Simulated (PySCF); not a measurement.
Compound: C₃H₆Cl₂.
Structure used (PBE0-D3(BJ)/def2-TZVP), in Å, numbered top down from 1:
```
atom  x, y, z in Å
C1     1.062    0.126   -0.744
C2    -0.255    0.445   -0.079
C3    -0.756   -0.655    0.825
Cl4   -0.063    1.944    0.889
Cl5   -1.484    0.752   -1.350
H6     0.953   -0.777   -1.349
H7     1.378    0.947   -1.386
H8     1.823   -0.043    0.019
H9    -0.894   -1.569    0.243
H10   -1.705   -0.377    1.281
H11   -0.024   -0.840    1.613
```

The closed-shell ground state was solved at several levels (PySCF, density fitting, gas phase, non-relativistic). Geometry: PBE0-D3(BJ)/def2-TZVP; no solvent, vibrations or thermal averaging.

```csv
level,basis functions,total energy (Eh),HOMO (eV),LUMO (eV),gap (eV),dipole (D)
PBE0/aug-cc-pVTZ,376,-1037.9770,-8.49,-0.18,8.31,2.33
B97-2/pcSseg-2,278,-1038.4570,-8.23,-0.02,8.21,2.37
KT3/pcSseg-2,278,-1046.5203,-7.21,-1.12,6.09,2.29
CAM-B3LYP/aug-cc-pVTZ,376,-1038.3809,-9.88,0.19,10.07,2.33
wB97X-D/aug-cc-pVTZ,376,-1038.3806,-10.37,0.82,11.19,2.34
wB97X-D/pcSseg-2,278,-1038.3890,-10.38,1.89,12.27,2.41
```

Question: What might PBE0/pcSseg-2 (278 basis functions) give for the same quantities?

Answer: Total energy -1037.9822 Eh, HOMO -8.49 eV, LUMO 0.06 eV, gap 8.55 eV, dipole 2.37 D.

Question: Over all these levels, which gives the widest orbital gap and which the narrowest?

Answer: wB97X-D/pcSseg-2 (range-separated hybrid) has the widest, 12.27 eV, and KT3/pcSseg-2 (GGA) the narrowest, 6.09 eV. The two share the basis. From the narrowest to the widest the HOMO moves by -3.17 eV and the LUMO by +3.01 eV.

Question: In the pcSseg-2 basis, how does the gap go with the fixed share of exact exchange?

Answer: KT3 (0 %) 6.09 eV; B97-2 (21 %) 8.21 eV; PBE0 (25 %) 8.55 eV. Each rise in the share widens the gap here.

Question: How far do the dipole and the HOMO energy spread over the levels?

Answer: The dipole runs from 2.29 to 2.41 D (mean 2.35 D) and the HOMO from -10.38 to -7.21 eV.

The pairwise dispersion term of wB97X-D wasn't added to the energies; at a given geometry it leaves orbitals and properties as they are.
